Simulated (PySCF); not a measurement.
## Orbital picture of AlH

PBE0 at R = 1.666 Å; Al def2-TZVP, H def2-TZVP; no relativity (PySCF 2.14). State: ¹Σ⁺ (singlet), closed shell. Only the outer orbitals are listed, counted within each symmetry.

```json
{"orbital": "4σ", "occ.": "2", "ε (eV)": "-10.20", "on Al (%)": "67", "main shells (%)": "60 Al s, 33 H s"}
{"orbital": "5σ", "occ.": "2", "ε (eV)": "-5.83", "on Al (%)": "76", "main shells (%)": "38 Al p, 35 Al s, 24 H s"}
{"orbital": "2π", "occ.": "0", "ε (eV)": "-1.80", "on Al (%)": "100", "main shells (%)": "100 Al p"}
{"orbital": "2π", "occ.": "0", "ε (eV)": "-1.80", "on Al (%)": "100", "main shells (%)": "100 Al p"}
{"orbital": "6σ", "occ.": "0", "ε (eV)": "1.62", "on Al (%)": "94", "main shells (%)": "74 Al p, 14 Al d"}
```

**Question.** Which are the highest filled and the lowest empty level, where do they sit, and how wide is the gap?

**Answer.** Highest filled 5σ at -5.83 eV (in %: 38 Al p, 35 Al s, 24 H s); lowest empty 2π at -1.80 eV (in %: 100 Al p); the gap at PBE0 is 4.03 eV.

```json
{
 "bond order (Mayer)": "0.92",
 "⟨S²⟩": "0.000",
 "charge on Al (Mulliken, basis-dependent)": "0.14",
 "charge on Al (Löwdin, basis-dependent)": "0.16",
 "dipole moment (positive dipole means Al(−)H(+))": "-0.09 D",
 "polarisability along the bond": "45.6 bohr³",
 "polarisability across the bond": "41.7 bohr³"
}
```
